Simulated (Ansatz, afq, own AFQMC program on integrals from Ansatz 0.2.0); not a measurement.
## Al, doublet in cc-pVTZ, levels against full CI

A free Al atom.

Basis cc-pVTZ. Noble-gas cores (and the filled d shells of Ga–Kr and In–Xe) are frozen. AFQMC by an in-house program on the Cholesky factors that Ansatz 0.2.0 writes for its CCSD(T) run. The CISD trial takes its coefficients from CCSD amplitudes. Released means that phaseless walkers are propagated on without the constraint, phases kept. Free projection: walkers drawn from exp(T), propagated without any constraint. Its projection time is finite, and what remains of the start isn't in its error. Error bars are statistical, one sigma.

Determinant: UHF, the one that the program's search chose, which needn't be the lowest solution.

Full CI on the same integrals is exact in this basis and with this determinant's frozen core.

- T1 diagnostic: 0.0180
- weight of the determinant in the CISD state: 0.931
- ⟨S²⟩ of the determinant: 0.770
- size of the correlated space: 3 electrons in 29 orbitals

| level | correlation energy (eV) |
| --- | --- |
| MP2 | -0.9756 |
| CCSD | -1.3882 |
| CCSD(T) | -1.4193 |

(1) Estimate where full CI lies against CCSD(T) on the same integrals.

(1) 0.47 mEh below CCSD(T).

Reference: full CI, correlation energy -1.432 eV. The released energy is read at 2.40 1/Eh (meV from the phaseless value at times in 1/Eh: -3 ± 3 at 0.24, -5 ± 3 at 0.51, -7 ± 3 at 0.99, -6 ± 3 at 1.62, -5 ± 3 at 2.40).

| level | E − E(reference) (mEh) | share of correlation (%) |
| --- | --- | --- |
| CCSD(T) | 0.47 | 99.10 |
| ph-AFQMC/HF | 2.83 ± 0.60 | 94.62 |
| ph-AFQMC/CISD | 0.13 ± 0.08 | 99.76 |
| released AFQMC | -0.06 ± 0.12 | 100.11 |
| free AFQMC | 0.02 ± 0.06 | 99.95 |

Free projections are given only where their last times agree within the noise and don't stop above the reference; a slow remainder of the start can still hide under it. A walk keeps the symmetry of its determinant, which the program's search chose and which needn't be the lowest solution, so a lower state of the same spin and another symmetry isn't excluded. Released energies are given only where the last usable release times agree within the noise; a slower fall can still hide under it.
